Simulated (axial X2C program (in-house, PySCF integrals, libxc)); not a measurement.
# P₂⁺: EOM-EA-CCSD levels

Wanted for P₂⁺: EOM-EA-CCSD levels, at the two-component level.

Computed with an in-house X2C program for linear molecules on PySCF integrals. Level: two-component X2C with atomic mean-field terms, P dyall-av3z.

All values are calculated.

### Step 1. The job

task.json

```json
{"zs": [15, 15], "q": 1, "bas": ["dyall-av3z", "dyall-av3z"], "r0": 2.04, "eom": "ea", "thr": -2.0, "nmax": 92, "grid": [1, 0.96, 1.045, 0.92, 1.09, 1.15]}
```

Keys: zs atomic numbers; q charge; bas basis sets; r0 starting distance in Å; eom kind of EOM run; thr threshold in hartree for freezing inner shells (an s shell follows its p shell); nmax most natural virtual spinors; grid distances as factors.

Run with:

```sh
$ python soeom.py task.json out
```

After this run come: EOM-EA-CCSD at 1.975 Å.

Q: Predict the outcome of this session. Wanted: next root led by one particle; T1 of the reference; lowest state, Re and ωe.

The runs gave:

| quantity | value |
| --- | --- |
| lowest root at 1.975 Å | Ω = 3/2, 17.783 eV |
| next root led by one particle | Ω = 1/2, about 25390 cm⁻¹ higher |
| T1 of the reference | 0.013 |
| lowest state, Re and ωe | 1.991 Å, 689 cm⁻¹ |

The added electron is bound by 17.78 eV in a spinor of 86% P pπ. Errors of 0.1 to 0.3 eV are usual at this size, and roots led by higher excitations are left out, so the list is incomplete, and low states of that kind can be missing. g and u states are not told apart. T1 or the largest double amplitude of the reference is raised, which lowers the reliability.
